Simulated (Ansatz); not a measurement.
## [OH···H···NH], triplet: transfer scan

Starting geometry:

```xyz
5

O    -1.1950    0.0024    0.0000
H    -1.4443    0.9289    0.0000
H    -0.2354    0.0024    0.0000
N     1.3680    0.0024    0.0000
H     1.6371   -1.0019    0.0000
```

From there H3 is moved from one fragment to the other while all else, the fragments' distance too, stays fixed, so the hump isn't the reaction's barrier; atoms are numbered as listed. Energies are in kJ/mol, counted from the starting geometry at the same level. Kohn–Sham curves are unrestricted where that lies lower.

Basis cc-pVDZ; Ansatz 0.2.0. Only valence electrons are correlated (noble-gas cores frozen). R marks a restricted (for open shells ROHF) determinant, U an unrestricted one.

For open shells CISD is restricted-active-space CI with the open shells as a complete middle space.

Full CI isn't at hand for all of this; UCCSDT(Q) serves as the reference, and is uncertain by about the last step of the cluster series. The frozen core follows each run's orbitals, which can shift R against U totals by a few meV.

```json
{"distance O1-H3 (Å)": "0.892", "UCCSDT(Q)": "13.0", "curve A": "10.1", "curve B": "17.2", "curve C": "13.0", "curve D": "12.0"}
{"distance O1-H3 (Å)": "0.960", "UCCSDT(Q)": "0.0", "curve A": "0.0", "curve B": "0.0", "curve C": "0.0", "curve D": "0.0"}
{"distance O1-H3 (Å)": "1.040", "UCCSDT(Q)": "14.0", "curve A": "18.3", "curve B": "6.5", "curve C": "14.0", "curve D": "15.5"}
{"distance O1-H3 (Å)": "1.121", "UCCSDT(Q)": "43.8", "curve A": "54.2", "curve B": "26.4", "curve C": "43.9", "curve D": "47.6"}
{"distance O1-H3 (Å)": "1.201", "UCCSDT(Q)": "76.0", "curve A": "95.2", "curve B": "47.2", "curve C": "76.0", "curve D": "82.6"}
{"distance O1-H3 (Å)": "1.282", "UCCSDT(Q)": "100.4", "curve A": "131.7", "curve B": "61.6", "curve C": "100.3", "curve D": "110.3"}
{"distance O1-H3 (Å)": "1.362", "UCCSDT(Q)": "109.3", "curve A": "139.5", "curve B": "67.0", "curve C": "109.3", "curve D": "117.7"}
{"distance O1-H3 (Å)": "1.443", "UCCSDT(Q)": "105.8", "curve A": "120.1", "curve B": "67.4", "curve C": "105.8", "curve D": "110.2"}
{"distance O1-H3 (Å)": "1.523", "UCCSDT(Q)": "102.7", "curve A": "106.7", "curve B": "71.7", "curve C": "102.7", "curve D": "104.1"}
```

(1) The curves come from B3LYP, CISD, RCCSD, RCCSDT(Q). Compare each with UCCSDT(Q) and say which is which.

In so small a basis the reference is far from its limit while semilocal and hybrid functionals are nearer theirs, so the functionals' errors here hold much of the reference's basis and frozen-core error, which can add to them or hide them.

Answers

(1) A: CISD, B: B3LYP, C: RCCSDT(Q), D: RCCSD. Spread of the error against UCCSDT(Q), over the points where both stand: A 34.3, B 46.6, C 0.1, D 10.9 kJ/mol.
